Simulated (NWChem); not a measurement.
The numbers come from NWChem runs, not from measurements. System: hydrogen peroxide (H2O2), charge 0, spin multiplicity 1, at a geometry optimised with PBE0/def2-SVP. Level: RHF/def2-TZVP.

Job file:

```
start mol
memory heap 200 mb stack 800 mb global 1000 mb
geometry units angstroms nocenter noautoz
  O     -0.294240     0.645331    -0.054706
  O      0.294240    -0.645331    -0.054706
  H      0.367293     1.150276     0.437648
  H     -0.367293    -1.150276     0.437648
  symmetry group C2
end
basis spherical
  * library def2-tzvp
end
scf
  rhf
  nopen 0
  maxiter 100
  thresh 1e-7
  semidirect memsize 60000000 filesize 0
end
task scf energy
```

NWChem printed:

```
             Northwest Computational Chemistry Package (NWChem) 7.3.0
             --------------------------------------------------------

                                NWChem Input Module
                                -------------------

 Scaling coordinates for geometry "geometry" by  1.889725989
 (inverse scale =  0.529177249)

 Turning off AUTOSYM since
 SYMMETRY directive was detected!

                             Geometry "geometry" -> ""
                             -------------------------

 Output coordinates in angstroms (scale by  1.889725989 to convert to a.u.)

  No.       Tag          Charge          X              Y              Z
 ---- ---------------- ---------- -------------- -------------- --------------
    1 O                    8.0000    -0.29424000     0.64533100    -0.05470600
    2 O                    8.0000     0.29424000    -0.64533100    -0.05470600
    3 H                    1.0000     0.36729300     1.15027600     0.43764800
    4 H                    1.0000    -0.36729300    -1.15027600     0.43764800

 Effective nuclear repulsion energy (a.u.)      37.3948476217

            Nuclear Dipole moment (a.u.)
            ----------------------------
        X                 Y               Z
 ---------------- ---------------- ----------------
     0.0000000000     0.0000000000     0.0000000000

      Symmetry information
      --------------------

 Group name             C2
 Group number              4
 Group order               2
 No. of unique centers     2

      Symmetry unique atoms

     1    3


 Summary of "ao basis" -> "" (spherical)
 ------------------------------------------------------------------------------
       Tag                 Description            Shells   Functions and Types
 ---------------- ------------------------------  ------  ---------------------
 *                         def2-tzvp                  on all atoms

 Summary of "ao basis" -> "ao basis" (spherical)
 ------------------------------------------------------------------------------
       Tag                 Description            Shells   Functions and Types
 ---------------- ------------------------------  ------  ---------------------
 O                         def2-tzvp                11       31   5s3p2d1f
 H                         def2-tzvp                 4        6   3s1p

                                 NWChem SCF Module
                                 -----------------

  ao basis        = "ao basis"
  functions       =    74
  atoms           =     4
  closed shells   =     9
  open shells     =     0
  charge          =   0.00
  wavefunction    = RHF
  use symmetry    = T
  symmetry adapt  = T

 Summary of "ao basis" -> "ao basis" (spherical)
 ------------------------------------------------------------------------------
       Tag                 Description            Shells   Functions and Types
 ---------------- ------------------------------  ------  ---------------------
 O                         def2-tzvp                11       31   5s3p2d1f
 H                         def2-tzvp                 4        6   3s1p

      Symmetry analysis of basis
      --------------------------

        a          37
        b          37

 Forming initial guess at       0.1s

      Superposition of Atomic Density Guess
      -------------------------------------

 Sum of atomic energies:        -150.56823290

      Non-variational initial energy
      ------------------------------

 Total energy =    -150.808485
[...]
                 4     -150.8427225826  1.19D-04  6.04D-05      0.6
                 5     -150.8427225858  1.50D-08  6.40D-09      0.8

       Final RHF  results
       ------------------

         Total SCF energy =   -150.842722585756
      One-electron energy =   -282.498649942528
      Two-electron energy =     94.261079735054
 Nuclear repulsion energy =     37.394847621718

        Time for solution =      0.4s

       Symmetry analysis of molecular orbitals - final
       -----------------------------------------------

  Numbering of irreducible representations:

     1 a           2 b

  Orbital symmetries:

     1 a           2 b           3 a           4 b           5 a
     6 b           7 a           8 a           9 b          10 a
    11 b          12 b          13 a          14 b          15 a
    16 b          17 a          18 b          19 a

             Final eigenvalues
             -----------------

              1
    1  -20.6257
    2  -20.6254
    3   -1.4874
    4   -1.2060
    5   -0.7168
    6   -0.7152
    7   -0.6179
    8   -0.5169
    9   -0.4768
   10    0.1357
   11    0.1528
   12    0.2833
   13    0.5431
   14    0.5462
   15    0.5708
   16    0.5931
   17    0.6279
   18    0.6418
   19    0.6849

                       ROHF Final Molecular Orbital Analysis
                       -------------------------------------

 Vector    7  Occ=2.000000D+00  E=-6.178880D-01  Symmetry=a
              MO Center= -1.1D-15, -3.6D-16, -1.2D-01, r^2= 1.2D+00
   Bfn.  Coefficient  Atom+Function         Bfn.  Coefficient  Atom+Function
  ----- ------------  ---------------      ----- ------------  ---------------
     7      0.234801  1 O  py                38     -0.234801  2 O  py
    10      0.220612  1 O  py                41     -0.220612  2 O  py
     8     -0.208228  1 O  pz                39     -0.208228  2 O  pz
    11     -0.185502  1 O  pz                42     -0.185502  2 O  pz

 Vector    8  Occ=2.000000D+00  E=-5.169277D-01  Symmetry=a
              MO Center=  4.0D-17,  7.8D-17,  2.1D-02, r^2= 1.2D+00
   Bfn.  Coefficient  Atom+Function         Bfn.  Coefficient  Atom+Function
  ----- ------------  ---------------      ----- ------------  ---------------
     6      0.318890  1 O  px                37     -0.318890  2 O  px
     9      0.283739  1 O  px                40     -0.283739  2 O  px
    12      0.182899  1 O  px                43     -0.182899  2 O  px

 Vector    9  Occ=2.000000D+00  E=-4.768072D-01  Symmetry=b
              MO Center= -7.3D-16, -1.7D-15, -8.4D-02, r^2= 1.2D+00
   Bfn.  Coefficient  Atom+Function         Bfn.  Coefficient  Atom+Function
  ----- ------------  ---------------      ----- ------------  ---------------
     8      0.341740  1 O  pz                39     -0.341740  2 O  pz
    11      0.304317  1 O  pz                42     -0.304317  2 O  pz
    14      0.225633  1 O  pz                45     -0.225633  2 O  pz

 Vector   10  Occ=0.000000D+00  E= 1.356717D-01  Symmetry=a
              MO Center= -5.6D-17, -4.0D-16,  6.9D-01, r^2= 4.9D+00
   Bfn.  Coefficient  Atom+Function         Bfn.  Coefficient  Atom+Function
  ----- ------------  ---------------      ----- ------------  ---------------
    65      1.202232  3 H  s                 71      1.202232  4 H  s
     5     -0.846812  1 O  s                 36     -0.846812  2 O  s
    12     -0.207275  1 O  px                43      0.207275  2 O  px
    13     -0.182898  1 O  py                44      0.182898  2 O  py
    14     -0.167841  1 O  pz                45     -0.167841  2 O  pz

 Vector   11  Occ=0.000000D+00  E= 1.528302D-01  Symmetry=b
              MO Center=  4.5D-16,  1.1D-15,  5.9D-01, r^2= 5.3D+00
   Bfn.  Coefficient  Atom+Function         Bfn.  Coefficient  Atom+Function
  ----- ------------  ---------------      ----- ------------  ---------------
    65      1.341528  3 H  s                 71     -1.341528  4 H  s
     5     -0.817022  1 O  s                 36      0.817022  2 O  s
    12     -0.322755  1 O  px                43     -0.322755  2 O  px
    14     -0.159122  1 O  pz                45      0.159122  2 O  pz

 Vector   12  Occ=0.000000D+00  E= 2.833166D-01  Symmetry=b
              MO Center=  6.0D-17, -5.3D-16,  7.2D-02, r^2= 2.5D+00
   Bfn.  Coefficient  Atom+Function         Bfn.  Coefficient  Atom+Function
  ----- ------------  ---------------      ----- ------------  ---------------
    13      1.109499  1 O  py                44      1.109499  2 O  py
     5     -0.734025  1 O  s                 36      0.734025  2 O  s
    65     -0.724397  3 H  s                 71      0.724397  4 H  s
    12     -0.364912  1 O  px                43     -0.364912  2 O  px
     7      0.292411  1 O  py                38      0.292411  2 O  py

 center of mass
 --------------
 x =   0.00000000 y =   0.00000000 z =  -0.04822971

 moments of inertia (a.u.)
 ------------------
          58.739939312058          18.650628297853           0.000000000000
          18.650628297853          12.502881906606           0.000000000000
           0.000000000000           0.000000000000          67.959897845836

  Mulliken analysis of the total density
  --------------------------------------

    Atom       Charge   Shell Charges
 -----------   ------   -------------------------------------------------------
    1 O    8     8.35   0.79  1.18  0.59  0.96  0.32  1.79  1.95  0.72  0.00  0.04  0.00
    2 O    8     8.35   0.79  1.18  0.59  0.96  0.32  1.79  1.95  0.72  0.00  0.04  0.00
    3 H    1     0.65   0.25  0.33  0.03  0.04
    4 H    1     0.65   0.25  0.33  0.03  0.04

       Multipole analysis of the density wrt the origin
       ------------------------------------------------

     L   x y z        total         open         nuclear
     -   - - -        -----         ----         -------
     0   0 0 0      0.000000      0.000000     18.000000

     1   1 0 0     -0.000000      0.000000      0.000000
     1   0 1 0     -0.000000      0.000000      0.000000
     1   0 0 1      0.728378      0.000000      0.000000

     2   2 0 0     -8.916401      0.000000      5.910265
     2   1 1 0      2.171968      0.000000     -7.831838
     2   1 0 1      0.000000      0.000000      0.000000
     2   0 2 0     -6.388316      0.000000     33.244835
     2   0 1 1      0.000000      0.000000      0.000000
     2   0 0 2     -8.668338      0.000000      1.538970

 Task  times  cpu:        0.8s     wall:        0.8s

 Total times  cpu:        0.8s     wall:        0.8s
```
